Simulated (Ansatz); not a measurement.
Two shapes of singlet BNH6.

Shape 1:

```xyz
8

B     0.0000    0.0000   -0.9155
N     0.0000    0.0000    0.7196
H     0.0000   -1.1803   -1.2418
H    -1.0222    0.5901   -1.2418
H     1.0222    0.5901   -1.2418
H     0.0000    0.9514    1.0887
H    -0.8239   -0.4757    1.0887
H     0.8239   -0.4757    1.0887
```

Shape 2:

```xyz
8

B     0.0000    0.0000   -0.8423
N     0.0000    0.0000    0.6620
H     0.0000   -1.0859   -1.1425
H    -0.9404    0.5429   -1.1425
H     0.9404    0.5429   -1.1425
H     0.0000    0.8753    1.0016
H    -0.7580   -0.4376    1.0016
H     0.7580   -0.4376    1.0016
```

Basis set: cc-pVTZ (spherical functions). Correlated methods keep 2 orbitals frozen. Charge 0, multiplicity 1.

Computed with Ansatz (development build ahead of 0.2.0); each method stands on the lowest determinant of its kind that the runs found.

Problem. Which shape is lower in energy, and by how much in each method?

Solution.

| method | E(2) − E(1) (eV) |
| --- | --- |
| RHF | 0.817 |
| RHF-MP2 | 0.875 |

Shape 1 is lower. Caution: no unrestricted run beside it, a lower state can exist.
